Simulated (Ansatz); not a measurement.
Basis-set extrapolation for C₃H₇NO (`C=C(N)CO`) (PBE0-D4/def2-TZVP geometry, frozen core, the Gaussian-basis code of Ansatz). Multiplicity 1, RHF reference.

```json
{"": "HF", "def2-TZVPP": "-247.064796", "def2-QZVPP": "-247.076454"}
{"": "MP2 correlation", "def2-TZVPP": "-0.950661", "def2-QZVPP": "-1.017501"}
{"": "CCSD(T) correlation", "def2-TZVPP": "-1.024083", "def2-QZVPP": "not run"}
```

Energies in hartree. Use E(X) = E(∞) + A·exp(−7.88·√X) for Hartree–Fock and E(X) = E(∞) + B·X^(−2.97) for correlation, with X = 3 and 4, and add CCSD(T) minus MP2 of the smaller set to the MP2 limit.

Problem. What is the CCSD(T) energy at the basis-set limit?

Solution. HF limit: -247.076454 + (-0.011658) × 0.13774 = -247.07806. MP2 limit: -1.017501 + (-0.066840) × 0.74074 = -1.06701. Higher-order term: -1.024083 − (-0.950661) = -0.07342. Total: -248.21849 hartree, 340.3 kJ/mol below CCSD(T)/def2-TZVPP.
